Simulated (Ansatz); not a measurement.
We consider hematite (α-Fe2O3), described by LDA (Ansatz, a quantum-chemistry and plane-wave program, plane waves, hard PAW).

Numerical settings: plane-wave cutoff 930 eV, 10×10×10 k mesh, Fermi–Dirac smearing 0.05 eV, magnetic order afm+--+, spin-polarised with opposed moments.

Cell (relaxed at this level):

Fe₂O₃ is taken in the trigonal space group R-3c, hexagonal axes (No. 167), the corundum structure, Pearson symbol hR10. Lattice parameters: a = 4.6218 Å, b = 4.6218 Å, c = 13.3130 Å, α = 90.00°, β = 90.00°, γ = 120.00°. Fe on 12c is surrounded by 6 O at 1.844–1.934 Å (octahedral). O on 18e is surrounded by 4 Fe at 1.844–1.934 Å. (Neighbours: up to the widest gap in distance over summed covalent radii, below 1.35, at either atom; cation-cation and far metal-metal contacts left out.)
(The calculation used a cell of 10 atoms; values per cell refer to that cell.)

Problem. What does this level give for the magnetic moment (largest site, within a sphere)?

Solution. 
* **magnetic moment (largest site, within a sphere)**: 1.07 μB

The run finds no gap.

Moments are spin moments.

The computed numbers hold no vibrational or temperature effects.

Computing time: very roughly 40 core-minutes.
